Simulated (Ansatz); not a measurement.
# CF₂+ (doublet): from Hartree-Fock to the top rungs, def2-TZVPP

One table from this session's results is given with a row withheld; the runs are named, their logs left out.

Program: Ansatz 0.2.0, Gaussian basis. Level of theory: def2-TZVPP, core rule «outside noble gas», up to 3 orbitals frozen. These are calculated values, not measurements.

Plan: UHF; ROHF; CCSD(T) on UHF.

2 further runs of the same task are left out: 2 set aside as unsound or not needed.

**The geometry**

The geometry is a PBE0/def2-TZVP stationary point (not a proven minimum) of the parent state, kept for this charge and spin.

3 atoms, charge 1, spin multiplicity 2.

Atoms are counted from 1 here; the program's logs count them from 0.

Bond lengths: C1–F2 1.309 Å, C1–F3 1.309 Å. Angles: F2–C1–F3 119.5°.

Coordinates:

```
C     0.0000   -0.5009    0.0000
F     0.0000    0.1583   -1.1304
F     0.0000    0.1583    1.1304
```

The first run:

Input file in.yaml:

```yaml
crystal:
  periodic: [false, false, false]
  atoms:
    - {symbol: C, position_ang: [0.000000, -0.500907, 0.000000]}
    - {symbol: F, position_ang: [0.000000, 0.158336, -1.130366]}
    - {symbol: F, position_ang: [0.000000, 0.158336, 1.130366]}
basis:
  gaussian: {orbitals: def2-TZVPP}
total_charge: 1
magnetization: {spin_polarized: true, initial_magnetization: 1}
hamiltonian: {xc: hf}
output: {orbitals: {seedname: orbitals}}
```

On the command line:

```
$ ansatz run in.yaml --threads 1 --pin off --events-out ev --progress --plain --max-ram 4096MiB --backend cpu
```

Among the steps run: UHF; ROHF; CCSD(T) on UHF.

One of the session's tables, all rows but one given; the rest of the session is left out.

It belongs to the step «Misses and costs». 

```
  method  from UCCSD(T) (kcal/mol)
    ROHF                   +401.03
     UHF                   +399.11
    UMP2                    +17.37
   UCCSD                         ?
UCCSD(T)                         0
```

**Question.** Estimate the row for UCCSD.

The run gave: from UCCSD(T) (kcal/mol): +15.46. In the column «from UCCSD(T) (kcal/mol)» it lies between UCCSD(T) (0) and UMP2 (+17.37).
